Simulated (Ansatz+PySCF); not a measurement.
Values are calculated unless marked as measured or tabulated.
## Ansatz (development build ahead of 0.2.0) run

```yaml
crystal:
  periodic: [false, false, false]
  atoms:
    - { symbol: Al, position_ang: [0.0, 0.0, 0.0] }
    - { symbol: "N", position_ang: [0.0, 0.0, 1.66] }
basis:
  gaussian: { orbitals: "6-31G" }
magnetization:
  initial_magnetization: 2
hamiltonian:
  xc: hf
correlation:
  method: ccsd_t
  frozen_orbitals: { Al: 5, "N": 1 }
scf:
  omitted_lower_state_checks: [stability, starts, atomic_configurations, cluster_reference, orbital_swaps, given_window_search, neighbouring_geometries, increment]
```

The input is written out in the form of the current development build from the run's settings. Correlation on restricted open-shell orbitals is semicanonical, with singles.

The run gave:

```
Converged                       : yes
Reference energy                : -296.20375 hartree
Correlation energy              : -0.12666 hartree
Total energy                    : -296.33041 hartree
Spin squared of the determinant : 2.000
Largest doubles amplitude       : 0.12
```
